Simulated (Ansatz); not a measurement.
A nudged elastic band was laid between two geometries of CH3N + HS (7 atoms, charge 0, multiplicity 2).

Level of theory: UKS PBE-D4/def2-SVP (Ansatz 0.2.0).

```
movable images  : 5
climbing image  : yes
spring          : 5.0 eV/Å²
optimiser       : quadratic models (default)
start path      : through a guess of the saddle point
force threshold : 0.05 eV/Å
iteration limit : 60
end points      : relaxed
```

Initial state:

```xyz
7
Properties=species:S:1:pos:R:3
C 0.394 -0.868 0.134
N 0.307 -0.885 1.391
S -0.193 1.912 -1.103
H 0.615 -1.789 -0.449
H 0.260 0.102 -0.503
H 0.097 0.044 1.798
H -1.479 1.484 -1.267
```

Final state:

```xyz
7
Properties=species:S:1:pos:R:3
C 0.362 -0.367 -0.169
N 0.410 -0.010 1.197
S -1.088 0.532 -0.951
H 0.123 -1.438 -0.387
H 1.285 -0.085 -0.715
H -0.454 -0.403 1.625
H -0.638 1.771 -0.601
```

(1) What changes between the two ends?

(2) What energy profile does the band end with?

(3) What is the geometry of the highest image?

Results:

(1) Bonds formed: C1–S3. CH3N + HS becomes CH4NS.

(2) The forces met the threshold. The highest image is number 3 of 0 to 6, 17.0 kJ/mol above the first end and 43.2 kJ/mol above the last; the last end lies 26.2 kJ/mol below the first. Beside the main top the profile has a ripple of under 15 meV (maxima at images 1, 3), which may be a very shallow well or noise. A vibrational analysis at the climbing image gives one clearly imaginary mode, 151i cm⁻¹: a first-order saddle point.

| image | path coordinate (Å) | energy (kJ/mol) | C1–S3 (Å) |
| --- | --- | --- | --- |
| 0 | 0.00 | 0.0 | 3.10 |
| 1 | 1.40 | 1.8 | 3.11 |
| 2 | 2.80 | 1.0 | 3.11 |
| 3 | 4.20 | 17.0 | 2.87 |
| 4 | 5.03 | -9.1 | 1.96 |
| 5 | 5.87 | -18.3 | 1.86 |
| 6 | 6.70 | -26.2 | 1.88 |

(3) 
```xyz
7
Properties=species:S:1:pos:R:3
C 0.318 -0.795 0.136
N 0.225 -0.756 1.412
S -1.443 1.256 -0.823
H -0.130 -1.643 -0.421
H 0.875 -0.054 -0.494
H 0.659 0.109 1.782
H -0.503 1.882 -1.592
```

Time of the run: 3.1 min on 2 threads of Arm Neoverse V2, with other jobs on the host, peak memory 0.14 GiB.
